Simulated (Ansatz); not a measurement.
# NaHO (SMILES [OH][Na]): single points off equilibrium

The atoms stand at a structure displaced at random from a GFN2-xTB minimum. How far do the functionals agree with CCSD(T) there?

Program: Ansatz 0.2.0, Gaussian basis. Level of theory: single points in def2-TZVPP. These are calculated values, not measurements.

Correlated methods freeze the cores. The outer core shell of Li, Na, Mg and K is correlated.

### 1 Where the work starts

SMILES `[OH][Na]`, 3 atoms, charge 0, spin multiplicity 1.

Atoms are counted from 1 here; the program's logs count them from 0.

Bond lengths: O1–Na2 1.826 Å, O1–H3 0.968 Å. Angles: Na2–O1–H3 154.0°.

As a file:

```tsv
atom	x (Å)	y (Å)	z (Å)
O1	-0.25880	-0.17670	-0.17060
Na2	1.32690	-0.01830	0.72130
H3	-1.06850	0.16720	-0.57360
```

### 2 CCSD(T)/def2-TZVPP

run/in.yaml reads:

```yaml
crystal:
  periodic: [false, false, false]
  atoms:
    - {symbol: O, position_ang: [-0.258800, -0.176700, -0.170600]}
    - {symbol: Na, position_ang: [1.326900, -0.018300, 0.721300]}
    - {symbol: H, position_ang: [-1.068500, 0.167200, -0.573600]}
basis:
  gaussian: {orbitals: def2-TZVPP}
correlation: {method: ccsd_t}
output: {forces: true}
```

The command line of these runs was not kept.

### 3 PBE0-D4/def2-TZVPP

run/in.yaml, as its differences from that of step 2:

```diff
@@ -8,3 +8,3 @@
   gaussian: {orbitals: def2-TZVPP}
-correlation: {method: ccsd_t}
-output: {forces: true}
+hamiltonian: {xc: pbe0, dispersion: d4}
+output: {forces: true, orbitals: {seedname: orbitals}}
```

### 4 wB97M-V/def2-TZVPP

run/in.yaml, as its differences from that of step 3:

```diff
@@ -8,3 +8,3 @@
   gaussian: {orbitals: def2-TZVPP}
-hamiltonian: {xc: pbe0, dispersion: d4}
-output: {forces: true, orbitals: {seedname: orbitals}}
+hamiltonian: {xc: {name: wB97M-V}}
+output: {forces: true}
```

### 5 r2SCAN-D4/def2-TZVPP

run/in.yaml, as its differences from that of step 4:

```diff
@@ -8,3 +8,3 @@
   gaussian: {orbitals: def2-TZVPP}
-hamiltonian: {xc: {name: wB97M-V}}
+hamiltonian: {xc: r2scan, dispersion: d4}
 output: {forces: true}
```

### 6 PBE-D4/def2-TZVPP

run/in.yaml, as its differences from that of step 5:

```diff
@@ -8,3 +8,3 @@
   gaussian: {orbitals: def2-TZVPP}
-hamiltonian: {xc: r2scan, dispersion: d4}
+hamiltonian: {xc: pbe, dispersion: d4}
 output: {forces: true}
```

### 7 LC-wPBE/def2-TZVPP

run/in.yaml, as its differences from that of step 6:

```diff
@@ -8,3 +8,3 @@
   gaussian: {orbitals: def2-TZVPP}
-hamiltonian: {xc: pbe, dispersion: d4}
+hamiltonian: {xc: {name: LC-wPBE}}
 output: {forces: true}
```

### 8 revPBE-D4/def2-TZVPP

run/in.yaml, as its differences from that of step 7:

```diff
@@ -8,3 +8,3 @@
   gaussian: {orbitals: def2-TZVPP}
-hamiltonian: {xc: {name: LC-wPBE}}
+hamiltonian: {xc: {name: revPBE}, dispersion: d4}
 output: {forces: true}
```

(Steps that only read results are left out.)

**Question.** What will these runs give? Wanted: energy less free atoms, CCSD(T)/def2-TZVPP; RMS force component; RMS force error; HOMO and LUMO, PBE0-D4; T1 diagnostic.

The runs gave:

| quantity | value |
| --- | --- |
| energy less free atoms, CCSD(T)/def2-TZVPP | -174.8 kcal/mol |
| RMS force component | 1.003 to 1.140 eV/Å over the methods |
| RMS force error | PBE0-D4 0.038, wB97M-V 0.028, r2SCAN-D4 0.037, PBE-D4 0.235, LC-wPBE 0.053, revPBE-D4 0.254 eV/Å |
| HOMO and LUMO, PBE0-D4 | -5.29 and -1.15 eV |
| T1 diagnostic | 0.012 |

**Reading.** Against CCSD(T) the functionals' energies less atoms differ by -8.0 to +0.9 kcal/mol, PBE-D4 by -8.0 kcal/mol. CCSD(T) in triple zeta still lacks some correlation energy of the bonds, so part of these gaps is its own basis error and they don't rank the functionals. On forces the order runs from wB97M-V to revPBE-D4. Frozen-core CCSD(T) forces in triple zeta carry basis errors of their own, and this is one geometry, so small gaps rank nothing.
